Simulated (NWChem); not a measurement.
# N2 cation, doublet

```xyz
2

N      0.0000     0.0000    -0.5585
N      0.0000     0.0000     0.5585
```
Atoms are numbered in this order, from 1.

All runs use the structure optimised with B3LYP/6-31G* (spherical d), spin-unrestricted. No stability test was run on the SCF state.

List the 4 lowest vertical excitations from B3LYP/aug-cc-pVDZ, spin-unrestricted, TDA (NWChem).


| state | energy (eV) | oscillator strength | <S²> |
|---|---|---|---|
| state 1 | 1.07 | 0.002 | 0.76 |
| state 2 | 1.07 | 0.002 | 0.76 |
| state 3 | 3.71 | 0.046 | 0.82 |
| state 4 | 7.08 | 0.002 | 2.69 |
